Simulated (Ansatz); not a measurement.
A run of Ansatz (development build ahead of 0.2.0) on singlet C₂H₆O at this shape:

```
atom    x (Å)    y (Å)    z (Å)
   C  -0.0420  -0.3939  -0.3396
   C   0.0592  -0.4641   1.1574
   O  -0.0633   0.9242  -0.7663
   H  -0.8768  -1.0212  -0.7578
   H   0.8969  -0.9009  -0.7715
   H  -0.0188  -1.4450   1.5385
   H   0.9129   0.0680   1.5494
   H  -0.8700   0.0649   1.5170
   H  -0.0508   0.9613  -1.7604
```

Its results:

* Converged: yes
* Reference energy: -154.00000 hartree
* Correlation energy: -0.30674 hartree
* Total energy: -154.30674 hartree
* Spin squared of the determinant: 0.000

Q: Which input gives this output? Name the method, the orbitals and the basis set, and write the input.

A: RHF-MP2 in 6-31G. An unrestricted run that stays on the closed shell gives the same numbers.

```yaml
crystal:
  periodic: [false, false, false]
  atoms:
    - { symbol: C, position_ang: [-0.04205, -0.39392, -0.33964] }
    - { symbol: C, position_ang: [0.05925, -0.46411, 1.1574] }
    - { symbol: O, position_ang: [-0.06332, 0.92417, -0.76632] }
    - { symbol: H, position_ang: [-0.87679, -1.02116, -0.75777] }
    - { symbol: H, position_ang: [0.8969, -0.9009, -0.77152] }
    - { symbol: H, position_ang: [-0.01885, -1.44502, 1.53846] }
    - { symbol: H, position_ang: [0.91289, 0.068, 1.5494] }
    - { symbol: H, position_ang: [-0.87002, 0.06495, 1.51701] }
    - { symbol: H, position_ang: [-0.05079, 0.96133, -1.76043] }
basis:
  gaussian: { orbitals: "6-31G" }
hamiltonian:
  xc: hf
correlation:
  method: mp2
  frozen_orbitals: { C: 1, H: 0, O: 1 }
```
